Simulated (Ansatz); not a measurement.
The input, for Ansatz 0.2.0:

```yaml
crystal:
  periodic: [false, false, false]
  atoms:
    - {symbol: Al, position_ang: [-1.896137, 0.025233, 0.000000]}
    - {symbol: H, position_ang: [-2.689061, 1.398618, 0.000000]}
    - {symbol: H, position_ang: [-2.689061, -1.348151, 0.000000]}
    - {symbol: H, position_ang: [-0.080137, 0.025233, 0.000000]}
    - {symbol: Si, position_ang: [1.933863, 0.025233, 0.000000]}
    - {symbol: H, position_ang: [2.330297, -1.454280, 0.000000]}
basis:
  gaussian: {orbitals: cc-pVDZ}
magnetization: {spin_polarized: false, initial_magnetization: 1}
correlation: {active_space: {ras: {orbitals: [5, 1, 40], electrons: 11, max_holes: 2, max_particles: 2}, fixed_orbitals: true}}
```

```sh
$ ansatz run in.yaml --threads 1 --pin off --events-out ev --progress --plain --max-ram 2393MiB
```

**Question.** Roughly how long does this take on 1 thread of Arm Neoverse V1, shared host, and how much host memory?

**Answer.** 3.8 s wall and 0.11 GiB.

```
538 factors; integrals over basis functions are off by at most 1.9e-3 eV
mean field evaluation 1: about -14504.0668 eV, gradient 1.1e1 eV
mean field evaluation 2: about -14504.0684 eV, gradient 1.1e1 eV
mean field evaluation 4: about -14505.0277 eV, gradient 6.0e-1 eV
mean field evaluation 8: about -14505.0309 eV, gradient 1.9e-4 eV
mean field evaluation 16: about -14504.0930 eV, gradient 4.5e-5 eV
mean field evaluation 32: about -14504.0930 eV, gradient 1.5e-2 eV
mean field -14505.03086481 eV, -533.0500524188 hartree, gradient 1.6e-6 eV, S^2 0.750000; 6 other end points of the search recorded, 0 dependent functions left out
reference -14505.03086481 eV, -533.0500524188 hartree; 16, 15 occupied and 40, 41 virtual orbitals, 538 factors
state -14510.00605101 eV, -533.2328871392 hartree
Total energy: -14510.00605101 eV, -533.2328871392 hartree
```

For the same geometry and basis UCCSDT(Q) lies 629.1 meV lower.
